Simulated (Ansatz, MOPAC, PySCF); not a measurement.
Barrier height from H + HO to the transition structure H2O, without zero-point energy, on the benchmark's geometries as Psi4's copy of the set gives them.
Transition structure (charge 0, multiplicity 3):
```xyz
3

H      0.000     0.000    -0.860
O      0.000     0.000     0.329
H      0.000     0.000    -1.772
```

Open shells are unrestricted; no spin–orbit coupling.

Frozen-core correlation. CBS(a, b) extrapolates the correlation energy as X⁻³ and adds the Hartree–Fock energy of set b. The state that AM1, PM6 reach isn't checked.

Codes used: Ansatz (Gaussian basis) for Hartree–Fock, density functionals and correlated methods; MOPAC for AM1, PM6 (differences of heats of formation); PySCF for M06-2X. 

```tsv
level	barrier height (kcal/mol)
AM1	12.92
PM6	-22.00
HF/aug-cc-pVDZ	17.45
revPBE/def2-TZVPPD	4.00
M06-2X/def2-TZVPPD	9.85
wB97X-V/def2-TZVPPD	8.80
MP2/aug-cc-pVDZ	16.93
MP2/cc-pVDZ	15.39
CCSD(T)/CBS(aug-cc-pVTZ, aug-cc-pVQZ)	…
```

**Question.** Fill in the missing entries.

**Answer.** 
- CCSD(T)/CBS(aug-cc-pVTZ, aug-cc-pVQZ), barrier height (kcal/mol): 10.69

Ansatz is a quantum-chemistry and plane-wave program.
